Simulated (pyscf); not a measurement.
Thermochemistry of product channels of Li–O• (SMILES [Li][O]) + CH₄ (SMILES C) on the doublet surface, in kcal/mol, from CCSD(T)/def2-TZVPP + ΔMP2(QZVPP) energies (ideal gas, 1 atm, RRHO with modes under 100 cm⁻¹ raised to 100, one conformer, R ln 2 for rigid chiral ones). PySCF, gas phase, ωB97X-D3(BJ)/def2-SVP geometries. Correlated levels are frozen-core, on RHF or UHF. ΔMP2 is the change of the MP2 total energy from the triple- to the quadruple-zeta basis.

| products | ΔE | ΔH(298 K) | ΔG(600 K) | ΔG(1200 K) |
|---|---|---|---|---|
| Li–OH (SMILES [Li][OH]) + CH₃• (SMILES [CH3]) | [?] | -16.9 | -18.9 | [?] |
| Li–CH₃ (SMILES [Li][CH3]) + OH• (SMILES [OH]) | +39.6 | +37.0 | +34.8 | +31.4 |

Task: Fill in the missing entries.

Result: 
- Li–OH (SMILES [Li][OH]) + CH₃• (SMILES [CH3]), ΔE: -15.1
- Li–OH (SMILES [Li][OH]) + CH₃• (SMILES [CH3]), ΔG(1200 K): -22.3

These are energies of the channels, which say nothing of barriers. The CCSD(T) − MP2 part came from Ansatz, without density fitting, on the same reference. The frozen core leaves the outer d or s,p core shells of the metals and heavy elements correlated in the MP2 and CC values, and def2-TZVPP describes them poorly, which can shift differences by a few kcal/mol. Left out: orbital degeneracy and the spin-orbit lowering of OH. The term symbol of open-shell Li–O• was not checked; spin-orbit terms and orbital degeneracy are left out.
